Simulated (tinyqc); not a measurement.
Worked calculation: Hueckel theory of the pi electrons, for the molecule C=CC(=C)C=N (SMILES; centres numbered as the heavy atoms are written). One step of it, computed by the program tinyqc.

Question. Energy, charges, bond orders. E = sum n x; q_r = z_r - P_rr; bond order p = P_rs; free valence = sqrt(3) - sum of p over the bonds of the atom.

x values: 1.968821  1.165055  0.602761  -0.416365  -0.908768  -1.911505

occupations: 2.000000  2.000000  2.000000  0.000000  0.000000  0.000000

charge and bond-order matrix P, lower triangle:
```
           1C         2C         3C         4C        5C        6N
1C   1.007571
2C   0.909357   0.997257
3C  -0.010315   0.406474   1.015837
4C  -0.402479  -0.010315   0.808954   0.885429
5C  -0.100404   0.018580   0.420922   0.140723  0.803241
6N   0.028895  -0.085956  -0.053293  -0.388032  0.868263  1.290665
```

Centres:
```
centre  z_r, pi electrons of the neutral centre         h
1C                                            1  0.000000
2C                                            1  0.000000
3C                                            1  0.000000
4C                                            1  0.000000
5C                                            1  0.000000
6N                                            1  0.500000
```

Bonds:
```
i  j  k
1  2  1
2  3  1
3  4  1
3  5  1
5  6  1
```

Give: pi energy = 6 alpha + this times beta; pi charges; Bond orders and lengths from R = 1.517 - 0.180 p; free valence of the carbons; gap between the highest filled and the next level.

Answer.

pi energy = 6 alpha + this times beta = 7.4733

pi charges: 1C -0.0076, 2C 0.0027, 3C -0.0158, 4C 0.1146, 5C 0.1968, 6N -0.2907

Bond orders and lengths from R = 1.517 - 0.180 p (angstrom, C-C alone):
```
bond       p       R
1-2   0.9094  1.3533
2-3   0.4065  1.4438
3-4   0.8090  1.3714
3-5   0.4209  1.4412
5-6   0.8683       -
```

free valence of the carbons: 1C 0.8227, 2C 0.4162, 3C 0.0957, 4C 0.9231, 5C 0.4429

gap between the highest filled and the next level = 1.0191 |beta|
